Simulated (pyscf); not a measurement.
A first-order saddle from PySCF, ωB97X-D3(BJ)/def2-SVP:

```xyz
11

C     -0.6623    -1.3235     0.0978
Al     0.4180     0.5119     0.5369
H     -0.7351    -1.7576    -0.9121
H     -1.4822    -1.7121     0.7225
H      0.2631    -1.7567     0.5332
H      0.5149     0.6412     2.1169
H      1.6728     0.5684    -0.4350
N     -1.1627     1.3280    -0.2028
H     -1.1650    -0.0233    -0.1652
H     -1.8489     1.7991     0.3847
H     -1.1634     1.7549    -1.1278
```

Surface: singlet, charge 0. Lowest wavenumbers (cm⁻¹): 1535i, 112, 285, 369, 396.

Problem. Which two sides does it connect, and which bonds change?

Solution. H₃C–AlH₂ + ammonia (NH₃) <-> methane (CH₄) + H₂N–AlH₂, a four-centre exchange read from left to right: Al–C, H–N broken and C–H, Al–N formed. At CCSD(T)/def2-TZVPP + ΔMP2(QZVPP) it lies +23.8 kJ/mol from the left side and +131.1 kJ/mol from the right (each side as separated species at their lowest minima found). On the reactant side the descent ends in an adduct with a Al–N contact, 125.8 kJ/mol under the separated species and 139.3 kJ/mol under the saddle at ωB97X-D3(BJ)/def2-TZVP. What is counted as formed (Al–N) is already present as a longer contact in the reactant adduct; forming that adduct is a step of its own. At the saddle there is also a short Al–H contact that neither side keeps. At ωB97X-D3(BJ) the barrier from the zero used here is 13.5 kJ/mol. One saddle was located; it need not be the lowest between these sides. The CCSD(T) − MP2 part came from Ansatz, without density fitting, on the same reference.
